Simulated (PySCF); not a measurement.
# C4H7F: the cost of one run

Computed with PySCF 2.14.0, with density-fitted response routines of our own, on a single molecule, in the gas phase or a continuum. Atoms are numbered from 0 throughout.

### Step 1. The starting structure

12 atoms, charge 0, multiplicity 1; geometry from: GFN2-xTB. The atoms were then displaced at random by about 0.01 Å, so the start is not that level's minimum.

Bonds of the start (Å): F0–C1 1.39, C1–C2 1.55, C2–C3 1.58, C3–C4 1.52, C4–C1 1.53, C1–H5 1.09, C2–H6 1.07, C2–H7 1.06, C3–H8 1.11, C3–H9 1.07, C4–H10 1.10, C4–H11 1.08.

### Step 2. Geometry optimisation at PBE0-D3(BJ)/def2-SVP

Job settings and geometry (Å):

```
{"job": {"xc": "PBE0", "basis": "def2-SVP", "d3": "d3bj", "grid": 1, "shake": 0.01, "kind": "geom"}, "charge": 0, "multiplicity": 1}
F      0.205890    -2.169240    -0.457090
C     -0.003140    -1.014220     0.291850
C     -1.077780    -0.041640    -0.245600
C     -0.005430     1.107440    -0.107950
C      1.073540     0.061360     0.101830
H     -0.154950    -1.342340     1.320160
H     -1.303020    -0.264670    -1.269850
H     -1.953760     0.047370     0.344360
H     -0.214710     1.730000     0.791630
H      0.068180     1.742960    -0.965960
H      1.733910     0.228190     0.964540
H      1.670950    -0.113460    -0.776960
```

On the command line:

```sh
$ OMP_NUM_THREADS=1 python probes_run.py task.json out
```

The driver reads the jobs from task.json and runs them one after another.

Q: Estimate the wall time and peak memory of this first job on 1 thread of AMD EPYC 9R45, shared host.

About 18 s, with a peak of 0.44 GiB.
